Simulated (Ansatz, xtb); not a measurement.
Relative energy of two isomers of CH6OSi+

We compare a, the doublet with the links of `[CH2][SiH2][OH2+]`, with b, the doublet with the links of `C[SiH][OH2+]`. Both are isolated ions in the gas phase, relaxed with B3LYP-D3(BJ)/def2-SVP; the shapes shown needn't be the lowest conformers.

a (Å):

```xyz
9

C     1.8720    0.8973   -0.4119
O     1.0968   -1.6981   -1.5740
Si    1.4250   -0.8034    0.0629
H     1.4486   -2.5837   -1.7859
H     0.4220   -1.4339   -2.2279
H     2.8542    1.1499   -0.8275
H     1.1896    1.7406   -0.2565
H     0.1256   -0.9631    0.7400
H     2.5106   -1.7039    0.4944
```

b (Å):

```xyz
9

C     1.0168   -1.2139   -1.7654
O     2.0470   -0.3831    0.8570
Si    1.8487    0.2269   -0.9370
H     0.0940   -1.4793   -1.2208
H     1.6711   -2.0951   -1.8509
H     0.7430   -0.9002   -2.7877
H     1.0149    1.4125   -0.5953
H     2.4743   -1.2275    1.0971
H     2.0621    0.2238    1.6223
```

Energies in hartree; the thermal terms are from B3LYP-D3(BJ)/def2-SVP harmonic frequencies (ideal gas, rigid rotor, one conformer each, 298.15 K, 1 atm) and include the zero-point energy:

```
                              a           b
E, CCSD(T)/def2-SVP  −405.163105  −405.178720
    E, MP2/def2-SVP  −405.110884  −405.129886
  E, MP2/def2-TZVPP  −405.459376  −405.476849
  zero-point energy     0.065315     0.068966
       H(298 K) − E     0.072621     0.075947
       G(298 K) − E     0.035938     0.040168
```

**Question.** Correct the CCSD(T) difference for the basis set by the MP2 change, then work out ΔE, ΔE₀, ΔH and ΔG for a → b in kcal/mol (1 Eh = 627.51 kcal/mol) and the equilibrium ratio [b]/[a].

**Answer.** 1. Differences b − a: CCSD(T) −0.015615, MP2 in the small set −0.019002, MP2 in the large set −0.017473 Eh.
2. ΔE = −0.015615 + (−0.017473 − (−0.019002)) = −0.014086 Eh = −8.84 kcal/mol.
3. ΔE₀ = ΔE + ΔZPE = −0.014086 + (+0.003651) Eh = −6.55 kcal/mol.
4. ΔH = ΔE + (+0.003326) Eh = −6.75 kcal/mol.
5. ΔG = ΔE + (+0.004230) Eh = −6.18 kcal/mol, so ΔS = (ΔH − ΔG)/T = −8.0 J/(mol K).
6. kT = 0.9442 mEh, so K = [b]/[a] = exp(−ΔG/kT) = exp(+10.44) ≈ 3.4 × 10^4.

Structure b is favoured at this temperature. An error of 1 kcal/mol in ΔG would change K by a factor of 5.4. Mirror images and further conformers aren't counted.

As drawn, b has 1 C–H in place of 1 Si–H.

Other levels gave ΔE = −12.9 (GFN2-xTB); −7.7 (HF/STO-3G, GFN2-xTB geometries); −10.9 (r2SCAN-D4/def2-SVP, GFN2-xTB geometries); −10.5 (B3LYP-D3(BJ)/def2-SVP); −2.9 (HF/def2-SVP); −11.9 (MP2/def2-SVP); −9.8 (CCSD(T)/def2-SVP) kcal/mol. Open shells are spin-unrestricted. The correlated steps freeze 7 core orbitals. Programs: Ansatz 0.2.0, xtb 6.7.1.
